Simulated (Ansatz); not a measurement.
Mulliken charges of C3H4S, SMILES `C=C1CS1` from PBE/def2-TZVPP in Ansatz (PBE0-D4/def2-TZVP geometry).

```
atom   x (Å)   y (Å)   z (Å)  charge (e)
  C1  -0.547   1.281  -0.204      -0.214
  C2  -0.150   0.027  -0.271      -0.002
  C3   0.589  -1.037   0.381      -0.101
  S4  -0.199  -1.408  -1.232      -0.098
  H5  -1.147   1.729  -0.986       0.096
  H6  -0.273   1.892   0.648       0.097
  H7   1.674  -1.005   0.370       0.111
  H8   0.145  -1.535   1.238       0.111
```

Problem. By hand: the dipole of these point charges (1 e Å = 4.8032 D).

Solution. Σ q r = (0.143, 0.036, 0.273) e Å, of length 0.310 e Å = 1.49 D.

Problem. How does the dipole of the full density compare? (Estimate.)

Solution. Computed: (0.116, 0.043, 0.231) e Å, 1.26 D; the point charges give 1.18 times that, at 3° from its direction.

Point charges leave out the atoms' own dipoles, such as those of lone pairs, and Mulliken's split depends on the basis, so the two needn't agree.
